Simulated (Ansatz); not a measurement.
Relaxing Cd3O

Method: DFT PBE, scalar-relativistic, plane waves, PAW (Ansatz 0.2.0). Cutoff 420 eV, Γ-centred k mesh, Gaussian smearing, no spin polarisation in the final step.

The start puts Cd3O on the TiAl3 (D0_22) structure type (I4/mmm, No. 139), with O in place of Ti, Cd in place of Al, at a guessed volume.

```xyz
4
Lattice="-2.0718 2.0718 4.6279 2.0718 -2.0718 4.6279 2.0718 2.0718 -4.6279" Properties=species:S:1:pos:R:3 pbc="T T T"
Cd    0.0000    0.0000    4.6279
Cd    2.0718    0.0000    2.3140
Cd    0.0000    2.0718    2.3140
O     0.0000    0.0000    0.0000
```

Cell and atoms relax at zero pressure; the relaxation can't lower the symmetry of the start. After a coarse first stage the cell is made exact in the group found at 0.06 Å.

Formation energies are uncorrected and refer to the elements' standard structures at the same level (O₂ as a molecule).

(1) Describe the relaxed structure.

(2) What are its volume, energy, density and gap?

Answers

(1) It keeps I4/mmm (No. 139). The result has the TiAl3 (D0_22) structure. Conventional cell: a = 3.873 Å, c = 9.736 Å. Cd on Wyckoff site b (1 atom of the primitive cell) has 4 O at 2.74 Å and 8 Cd at 3.11 Å; Cd on Wyckoff site d (2 atoms of the primitive cell) is coordinated by 4 Cd at 2.74 Å, 4 Cd at 3.11 Å and 4 O at 3.11 Å; around O lie 4 Cd at 2.74 Å and 8 Cd at 3.11 Å.

```
Cd O
1.0
    -1.93638    1.93638    4.86803
     1.93638   -1.93638    4.86803
     1.93638    1.93638   -4.86803
Cd O
3 1
Cartesian
  0.0000 0.0000 4.8680
  1.9364 0.0000 2.4340
  0.0000 1.9364 2.4340
  0.0000 0.0000 0.0000
```

(2) The volume per atom is 18.25 Å³ and the density is 8.03 g/cm³. The energy over the elements is 0.04 eV/atom and the gap on the 16×16×16 mesh is 0 eV (a metal).

The final run used a 16×16×16 mesh on its 4-atom cell and 0.10 eV smearing. The k mesh leaves about 4 meV/atom of noise in metals. Symmetry constrained the relaxation, so the result can be a saddle point.